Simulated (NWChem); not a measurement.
## Ionisation of F (+1)

```
F
```
Charge +1, spin multiplicity 3.

Everything below was run with NWChem.

Basis set: def2-TZVP. The species with one electron less has spin multiplicity 4. Δ marks differences of total energies (open shells unrestricted). −ε marks an orbital energy of the parent. That orbital need not have the symmetry of the hole or added electron in the Δ rows.

The stability of the SCF solutions was not checked.

### Question
One of these methods gave a first vertical ionisation energy of 30.77 eV. Which?
A) ΔLC-wPBE (omega 0.3 per bohr)
B) G0W0@PBE0
C) evGW@PBE
D) −ε(beta HOMO) of LC-wPBE (omega 0.3 per bohr)

### Answer
D, −ε(beta HOMO) of LC-wPBE (omega 0.3 per bohr). The others give 35.49 (ΔLC-wPBE (omega 0.3 per bohr)), 35.04 (evGW@PBE), 34.49 (G0W0@PBE0).
